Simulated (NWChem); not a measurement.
System: C4H6; SMILES CC#CC

Results from NWChem. The geometry was optimised at PBE0/def2-SVP. Level: PBE/def2-SVP with SMD (1 M gas to 1 M solution), gas-phase geometry.

Problem. Estimate the computed values for solvent benzene. Quantities: solvation free energy (kcal/mol); cavity-dispersion-structure term (kcal/mol).

Solution. 
```json
{
  "solvation free energy (kcal/mol)": "-4.1",
  "cavity-dispersion-structure term (kcal/mol)": "-2.1"
}
```
